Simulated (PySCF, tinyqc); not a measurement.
CCSD on RHF in the sto-3g basis, frozen core, for HF, spin multiplicity 1, step by step. The lowest restricted solution is unstable here: a spin-polarised one lies 0.0053 hartree lower (PySCF). One step of it, computed by the program tinyqc.

Question. CCSD: starting amplitudes. t_ij^ab = <ij||ab> / (e_i + e_j - e_a - e_b), whose energy is MP2.

orbital energies (hartree): MO1 -25.928260, MO2 -1.411601, MO3 -0.473980, MO4 -0.463762, MO5 -0.463762, MO6 0.340680

Two-electron integrals over orbitals (pq|rs), unique and non-zero (hartree); the lowest 1 orbital is frozen and left out:
```
(22|22) 0.874384    (32|22) -0.045575   (32|32) 0.132764    (33|22) 0.686452
(33|32) -0.012781   (33|33) 0.670294    (42|42) 0.189853    (43|42) -0.026677
(43|43) 0.034652    (44|22) 0.896190    (44|32) -0.064002   (44|33) 0.672728
(44|44) 0.997514    (52|52) 0.189853    (53|52) -0.026677   (53|53) 0.034652
(54|54) 0.053770    (55|22) 0.896190    (55|32) -0.064002   (55|33) 0.672728
(55|44) 0.889973    (55|55) 0.997514    (62|22) -0.081551   (62|32) -0.078448
(62|33) -0.021496   (62|44) -0.080900   (62|55) -0.080900   (62|62) 0.091382
(63|22) -0.242048   (63|32) 0.077933    (63|33) -0.091524   (63|44) -0.249805
(63|55) -0.249805   (63|62) 0.034785    (63|63) 0.235770    (64|42) -0.027181
(64|43) -0.022661   (64|64) 0.028881    (65|52) -0.027181   (65|53) -0.022661
(65|65) 0.028881    (66|22) 0.635853    (66|32) 0.043899    (66|33) 0.645023
(66|44) 0.620802    (66|55) 0.620802    (66|62) -0.052153   (66|63) -0.026902
(66|66) 0.670455
```

Give: Starting amplitudes; correlation energy.

Answer.

Starting amplitudes (spin orbitals 1a, 1b, ...; amplitudes related by a flip of all spins are not repeated):

| from | to | t |
|---|---|---|
| 3a 3b | 6a 6b | -0.1447 |
| 2a 2b | 6a 6b | -0.0261 |
| 5a 5b | 6a 6b | -0.0180 |
| 4a 4b | 6a 6b | -0.0180 |
| 2a 3b | 6a 6b | -0.0136 |

correlation energy = -0.038479 hartree
